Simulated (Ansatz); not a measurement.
The same path of ClH3Si + FH (7 atoms, charge 0, multiplicity 1) was run twice with different band settings. Lost on the way: Si1–H2, F6–H7. Made: Si1–F6, H2–H7.

All numbers below come from RKS PBE-D4/6-31G* (Ansatz).

Relaxed end points:

```xyz
7
Properties=species:S:1:pos:R:3
Si -0.240 -0.285 -0.050
H -0.540 -0.514 1.391
Cl 1.849 -0.199 -0.291
H -0.827 0.987 -0.559
H -0.705 -1.443 -0.874
F 0.953 2.101 1.618
H 1.672 1.660 1.184
```

```xyz
7
Properties=species:S:1:pos:R:3
Si 0.114 0.238 -0.827
H 0.485 0.494 3.711
Cl 1.900 -0.253 -1.737
H -0.666 1.087 -1.775
H -0.579 -1.029 -0.453
F 0.410 1.095 0.515
H 0.499 0.675 2.983
```

Common settings: spring 5.0 eV/Å²; optimiser quadratic models (default); start path through a guess of the saddle point; force threshold 0.03 eV/Å; iteration limit 60; end points relaxed.

| run | movable images | climbing image |
| --- | --- | --- |
| 1 | 7 | yes |
| 2 | 3 | no |

**Question.** What does each run give, and how far can it be trusted?

**Answer.** Run 1: converged after 25 iterations, highest image 1.150 eV above the first end. Neighbouring images differ by up to 1.8 eV, so the band resolves the path poorly. A vibrational analysis at the climbing image gives one clearly imaginary mode, 903i cm⁻¹: a first-order saddle point.
Run 2: converged after 11 iterations, highest image 0.178 eV above the first end. Neighbouring images differ by up to 1.4 eV, so the band resolves the path poorly. No image climbed, so the highest image needn't sit at the top of the path. A band with more images between the same ends climbed to 1.15 eV, so this one has probably stepped over the top. So few images can step over the top or miss a turn of the path.
The orbitals stay closed-shell, which can raise the energy where a bond breaks towards radicals; this wasn't checked here.
